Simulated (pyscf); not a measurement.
Exchange of partners: `[O]=[SiH][OH]` + `[H]` [doublet] → `[O]=[SiH][OH]` + `[H]` [doublet]

Gas phase, doublet surface, charge 0. Bonds broken: O3–H6. Bonds formed: O1–H4. Optimised with ωB97X-D3(BJ)/def2-SVP in PySCF. MP2 and CC: frozen core, UHF for open shells. ΔMP2 is the change of the MP2 total energy from the triple- to the quadruple-zeta basis.

Transition state (Å):

```xyz
6

O     -2.2340     0.3025     0.4454
Si    -0.7932    -0.3528     0.4613
O      0.0633    -0.1737    -0.8578
H     -1.9574     0.7260    -0.8386
H     -0.2801    -1.0859     1.6330
H     -1.0035     0.5281    -1.3791
```

One imaginary mode, 930i cm⁻¹; descent along it reached the two sides named.

```json
[
 {"bond": "O3–H6", "change": "breaks", "reactant side (Å)": "0.966", "saddle": "1.379", "product side": "3.2"},
 {"bond": "O1–H4", "change": "forms", "reactant side (Å)": "3.3", "saddle": "1.380", "product side": "0.966"}
]
```

Electronic energies relative to the separated reactants (kJ/mol):

```
level                             barrier  reaction energy  reverse barrier
--------------------------------  -------  ---------------  ---------------
ωB97X-D3(BJ)/def2-TZVP               94.2              0.0             94.2
PBE/def2-TZVP                        56.1              0.0             56.1
r²SCAN/def2-TZVP                     62.0              0.0             62.0
B3LYP-D3(BJ)/def2-TZVP               74.5              0.0             74.5
PBE0-D3(BJ)/def2-TZVP                80.1              0.0             80.1
M06-2X/def2-TZVP                    108.1              0.0            108.1
ωB97M-D3(BJ)/def2-TZVP               97.8              0.0             97.8
HF/def2-TZVP                        206.3              0.0            206.3
MP2/def2-QZVPP                      119.7              0.0            119.7
CCSD/def2-TZVPP                     119.2              0.0            119.2
CCSD(T)/def2-TZVPP                  106.1              0.0            106.1
CCSD(T)/def2-TZVPP + ΔMP2(QZVPP)    104.9              0.0            104.9
```

With CCSD(T)/def2-TZVPP + ΔMP2(QZVPP) energies and thermal terms (ideal gas, 1 atm, RRHO with modes under 100 cm⁻¹ raised to 100, one conformer, R ln 2 for chiral ones without a mode under 150 cm⁻¹), in kJ/mol:

```json
[
 {"T (K)": "298", "ΔH‡": "99.5", "ΔG‡": "133.3", "ΔH": "0.0", "ΔG": "0.0"},
 {"T (K)": "600", "ΔH‡": "95.3", "ΔG‡": "169.3", "ΔH": "0.0", "ΔG": "0.0"},
 {"T (K)": "900", "ΔH‡": "93.4", "ΔG‡": "206.7", "ΔH": "0.0", "ΔG": "0.0"},
 {"T (K)": "1200", "ΔH‡": "92.5", "ΔG‡": "244.6", "ΔH": "0.0", "ΔG": "0.0"}
]
```

The same reactants have a lower exit, to [O=Si–OH]• + H₂ (barrier +21.2 kJ/mol at ωB97M-D3(BJ), against +97.8 kJ/mol here). O=SiH–OH lies 41.2 kJ/mol over its isomer HO–Si:–OH [singlet] (electronic energy, ωB97M-D3(BJ)). One saddle was located; it need not be the lowest between these sides. The CCSD(T) − MP2 part came from Ansatz, without density fitting, on the same reference.
